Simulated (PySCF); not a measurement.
Species: C₃H₄FN.
SMILES with atom numbers: `[H]/[N:5]=[CH:4]\[C:2](=[CH2:1])[F:3]` (hydrogens: H6, H7 on C1; H8 on C4; H9 on N5)

Method: PySCF 2.14.0, PBE0-D3(BJ)/def2-SVP geometry optimisation, gas phase.

(1) What internal coordinates does the optimisation give?

## Answers

(1) 
```
 bond  length (bohr)
C1=C2          2.519
C2–F3          2.521
C2–C4          2.796
C4=N5          2.396
C1–H6          2.061
C1–H7          2.061
C4–H8          2.084
N5–H9          1.940
```

A selection of angles:
```
   angle  degrees
C2–C1–H6    120.9
C2–C1–H7    120.3
H6–C1–H7    118.8
C1–C2–F3    120.6
C1–C2–C4    127.5
F3–C2–C4    111.9
C2–C4–N5    128.5
C2–C4–H8    113.0
N5–C4–H8    118.4
C4–N5–H9    111.1
```

Torsions: C1–C2–C4–N5 0° (synperiplanar); H9–N5–C4–C2 0° (synperiplanar).

N5 (imine nitrogen) is bent (angle 111.1°). The 5 heavy atoms lie in one plane (0.000 Å rms). Of the pairs four or more bonds apart, H7···H9 is among the closest relative to their van der Waals radii: 2.16 Å, 90 % of the sum of Bondi's values. The C–C distances run from 1.333 Å (C1=C2, drawn double) to 1.480 Å (C2–C4, drawn single), a spread of 0.147 Å.

Point group: Cs (tolerance 0.08 Å). No PBE0-D3(BJ)/def2-SVP frequencies stand behind this structure, so it isn't proved a minimum. One conformer, not necessarily the lowest.

Time: 18 s of wall time. Hardware: one thread of an x86-64 server, no GPU, on a shared host. These figures are those of the optimisation.
